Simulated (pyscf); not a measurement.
Single points on ωB97X-D3(BJ)/def2-SVP structures (PySCF, gas phase). Correlated levels are frozen-core, on RHF or UHF. ΔMP2 is the change of the MP2 total energy from the triple- to the quadruple-zeta basis.

Q: How much does it cost (ΔH, 298 K, CCSD(T)/def2-TZVPP + ΔMP2(QZVPP)) to split H₃C–GeH₂–Cl at its C–Ge bond into CH₃• + Cl–GeH₂•?

A: C–Ge to CH₃• + Cl–GeH₂•: 81.9 kcal/mol. The CCSD(T) − MP2 part came from Ansatz, without density fitting, on the same reference. The frozen core leaves the outer d or s,p core shells of the metals and heavy elements correlated in the MP2 and CC values, and def2-TZVPP describes them poorly, which can shift differences by a few kcal/mol. Elements up to Kr have no core potential and no relativistic terms here.
